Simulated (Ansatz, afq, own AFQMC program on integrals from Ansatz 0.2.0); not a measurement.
## AlSiH, triplet in 6-31G, levels against full CI

```xyz
3

Si    0.0000   -0.0407    1.6319
Al    0.0000   -0.0067   -1.7279
H     0.0000    1.3130    0.7819
```

Connectivity, by distances: SiH ··· Al.

Basis 6-31G. Noble-gas cores (and the filled d shells of Ga–Kr and In–Xe) are frozen. Integrals, coupled cluster, full CI and functionals: Ansatz 0.2.0; the random walks run on the same integrals in our own AFQMC program. ph-AFQMC/CISD is guided by a CISD state made of CCSD amplitudes; releasing the constraint for a short imaginary time cuts its bias at the price of noise, slowly where states lie close. Error bars are statistical, one sigma.

Determinant: UHF, the one that the program's search chose, which needn't be the lowest solution. The geometry is a point of a scan.

Full CI on the same integrals is exact in this basis and with this determinant's frozen core.

Cautions: lower spins were not checked; strong correlation (T1 0.056, weight of the determinant 0.84, largest double 0.12); the released energy hasn't reached full CI (22 meV above it at 2.40 1/Eh), so no released level is given (meV from the phaseless value at times in 1/Eh: -4.5 ± 2.5 at 0.24, -7.1 ± 2.5 at 0.51, -12.3 ± 2.2 at 0.99, -21 ± 3 at 1.62, -16.8 ± 2.3 at 2.40).

```
T1 diagnostic                               : 0.0560
weight of the determinant in the CISD state : 0.840
⟨S²⟩ of the determinant                     : 2.031
size of the correlated space                : 8 electrons in 18 orbitals
```

Reference: full CI, correlation energy -2.470 eV.

```csv
level,E − E(reference) (mEh),share of correlation (%)
HF,90.78,0.00
MP2,34.44,62.06
CCSD,3.80,95.82
CCSD(T),1.65,98.18
CCSDT,0.27,99.70
CCSDT(Q),-0.03,100.04
CCSDTQ,0.00,100.00
ph-AFQMC/CISD,1.44 ± 0.13,98.42
```

CCSDT and higher add their correlation energy to the determinant of the CCSD(T) run, since their own runs factorise the integrals more tightly (a shift of under 2 meV). A walk keeps the symmetry of its determinant, which the program's search chose and which needn't be the lowest solution, so a lower state of the same spin and another symmetry isn't excluded.
